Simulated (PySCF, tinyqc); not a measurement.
Ways to converge the cycle: SCF convergence aids in the sto-3g basis, for LiH, spin multiplicity 1. Computed by the program tinyqc with PySCF. RHF with one setting changed at a time; a run stops when the energy changes by less than 1e-09 hartree and the error matrix is below 1e-5. The start is the Wolfsberg-Helmholz matrix. Damping d keeps d of the old density; a shift (hartree) raises the virtual levels; DIIS n extrapolates F over n matrices.

Geometry (angstrom):

| atom | x | y | z |
|---|---|---|---|
| Li | 0.0000 | 0.0000 | 0.0000 |
| H | 0.0000 | 0.0000 | 2.3990 |

lowest restricted solution found by these runs and by PySCF = -7.783507 hartree

Largest element of the error matrix X^T (FDS - SDF) X:

| iteration | plain | damping 0.3 | damping 0.6 | shift 0.4 | DIIS 3 | DIIS 8 |
|---|---|---|---|---|---|---|
| 1 | 4.7e-02 | 4.7e-02 | 4.7e-02 | 4.7e-02 | 4.7e-02 | 4.7e-02 |
| 2 | 2.6e-02 | 3.1e-02 | 3.5e-02 | 3.5e-02 | 2.6e-02 | 2.6e-02 |
| 3 | 1.7e-02 | 2.3e-02 | 3.0e-02 | 2.9e-02 | 1.3e-02 | 1.3e-02 |
| 4 | 1.0e-02 | 1.7e-02 | 2.6e-02 | 2.5e-02 | 4.9e-03 | 4.9e-03 |
| 5 | 5.9e-03 | 1.2e-02 | 2.2e-02 | 2.2e-02 | 2.0e-03 | 1.6e-03 |
| 6 | 3.3e-03 | 8.9e-03 | 1.9e-02 | 1.8e-02 | 1.6e-04 | 3.7e-04 |
| 8 | 1.0e-03 | 4.4e-03 | 1.3e-02 | 1.3e-02 | 2.1e-06 | 1.0e-06 |
| 10 | 3.2e-04 | 2.1e-03 | 9.5e-03 | 9.0e-03 | - | - |
| 14 | 2.8e-05 | 4.8e-04 | 4.5e-03 | 4.1e-03 | - | - |
| 20 | - | 4.9e-05 | 1.4e-03 | 1.2e-03 | - | - |
| 30 | - | - | 2.0e-04 | 1.3e-04 | - | - |
| 45 | - | - | 1.0e-05 | - | - | - |

How each run ends:

| run | iterations | E (hartree) | state |
|---|---|---|---|
| plain | 17 | -7.783507 | lowest found |
| damping 0.3 | 25 | -7.783507 | lowest found |
| damping 0.6 | 46 | -7.783506 | lowest found |
| shift 0.4 | 43 | -7.783507 | lowest found |
| DIIS 3 | 8 | -7.783507 | lowest found |
| DIIS 8 | 8 | -7.783507 | lowest found |

What does the comparison show, and why?

6 of 6 runs reach the lowest restricted solution found, in 8 to 46 iterations (fastest: DIIS 3, DIIS 8). Plain steps already contract here, so damping only slows them. DIIS 3 and DIIS 8 gain by cancelling the error over several earlier matrices, much as a quasi-Newton step does. The restricted reference is unstable here: a spin-polarised solution lies 0.0189 hartree lower (PySCF), so results built on it describe a poor reference.
